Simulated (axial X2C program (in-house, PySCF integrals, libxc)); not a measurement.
**Correcting the dissociation energy of LiO⁺ for spin–orbit coupling**

A spin-free CCSD(T) curve (one-electron X2C) was computed with an in-house relativistic program for diatomic molecules, basis O dyall-av3z [7s6p3d2f], Li dyall-cv3z [7s8p2d] (cores contracted in-house), for the state M_S = 1, Λ = 0 (beyond evenly filled blocks: π+α, π-α). It gives D0 = 0.459 eV to O + Li+, which in a spin-free picture are the weighted means of the ground terms.

Correlated methods: 6 electrons correlated (number of frozen shells: O 1 s; Li 1 s), 172 virtual spin orbitals or spinors in MP2, 60 natural virtuals in coupled cluster.

Measured levels of the ground terms (NIST Handbook of Basic Atomic Spectroscopic Data), in cm⁻¹: O 3P: J = 2 at 0, J = 1 at 158.3, J = 0 at 227; Li+ 1S: J = 0 at 0.

The molecular state has Λ = 0, so it has no first-order lowering.

**Question.** How far does each ground level lie under the (2J+1)-weighted mean of its term?

**Answer.** O: (5 × 0 + 3 × 158.3 + 1 × 227)/9 = 78 cm⁻¹; Li+: a single level, 0.

**Question.** Correct D0.

**Answer.** D0 = 0.459 + (0 − 78)/8065.5 = 0.449 eV at CCSD(T) with these spin–orbit terms. The direct two-component run gives 0.452 eV; the difference holds second-order terms in the molecule, scalar two-electron terms, the gap between measured and computed atomic splittings (a 2c atom can miss part of its lowering) and, in coupled cluster, the truncation of each run.

Second-order spin–orbit effects in the molecule, which grow quickly with Z, are left out. The state is one determinant whose occupation by symmetry is held fixed; it was picked as the lowest of a PBE0 search that is not exhaustive. Dissociation energies refer to the lowest single-determinant-based atoms at the same level and basis. Coupled cluster ran in a truncated set of natural virtual spinors; the MP2 energy of the rest was added. (T) has no such correction and the atoms are truncated less, which lowers De at CCSD(T) by a hundredth of an eV or more.
